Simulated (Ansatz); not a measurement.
Body-centred tetragonal In, treated with PBE+SOC (plane waves, PAW; Ansatz, a first-principles code).

Run with plane-wave cutoff 520 eV, 24×24×24 k mesh, Fermi–Dirac smearing 0.05 eV, PAW data made under PBE.

Cell (relaxed at this level):

Space group I4/mmm (No. 139); a = b = 3.3021 Å, c = 5.0295 Å, α = β = γ = 90.00°

```
atom  site  symmetry       x       y       z
----  ----  --------  ------  ------  ------
In      2a     4/mmm  0.0000  0.0000  0.0000
```
(The calculation used a cell of 1 atom; values per cell refer to that cell.)

**Question.** Give the computed bulk modulus and pressure derivative B′ of the bulk modulus.

**Answer.** 
- bulk modulus = 35.7 GPa
- pressure derivative B′ of the bulk modulus = 5.2

The run finds no gap.

Measured, for comparison: bulk modulus 44.7 GPa (copied from a table, unchecked, extrapolated to 0 K and zero-point effects removed; as tabulated in Lejaeghere et al. (2013), arXiv:1204.2733). Computed (rounded) less measured: bulk modulus not scored (unchecked).

Note: the bulk modulus comes from volumes at which shape and atoms were relaxed.

The result took around 30 core-minutes (rough).
